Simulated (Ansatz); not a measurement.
bcc Ba, treated with Hartree–Fock (Ansatz, a quantum-chemistry and plane-wave program, PAW).

Run with plane-wave cutoff 460 eV, 10×10×10 k mesh, Fermi–Dirac smearing 0.05 eV, scalar-relativistic PAW data made under PBE.

Computed at the level's own relaxed cell.

Give the computed volume per atom, bulk modulus B0, lattice parameter a and pressure derivative B′ of the bulk modulus.


volume per atom: 94.62 Å³/atom
bulk modulus B0: 5.88 GPa
lattice parameter a: 5.741 Å
pressure derivative B′ of the bulk modulus: 4.0

Measured, for comparison: equilibrium volume per atom 62.31 Å³/atom (low-temperature or extrapolated to 0 K; zero-point anharmonic expansion removed; as tabulated in Csonka et al. (2009), arXiv:0903.4037); bulk modulus 9.34 GPa (corrected for temperature and zero-point phonon effects, our sources range from 9.34 to 10.6; as tabulated in Levämäki et al. (2014), arXiv:1402.3671); lattice constant a 4.995 Å (low-temperature or extrapolated to 0 K; zero-point anharmonic expansion removed, our sources range from 4.995 to 5.004; as tabulated in Csonka et al. (2009), arXiv:0903.4037). Computed (rounded) less measured: equilibrium volume per atom +51.9 %, bulk modulus -37 % (-37 % to -45 % over the range), lattice constant a +14.9 % (+14.7 % to +14.9 % over the range).

Note: the cell is over a tenth larger than the published one (another phase or state, or a fault of the published cell, is possible).

Spin–orbit coupling is not included.

The computed numbers hold no vibrational or temperature effects.

The result took roughly 70 core-minutes.
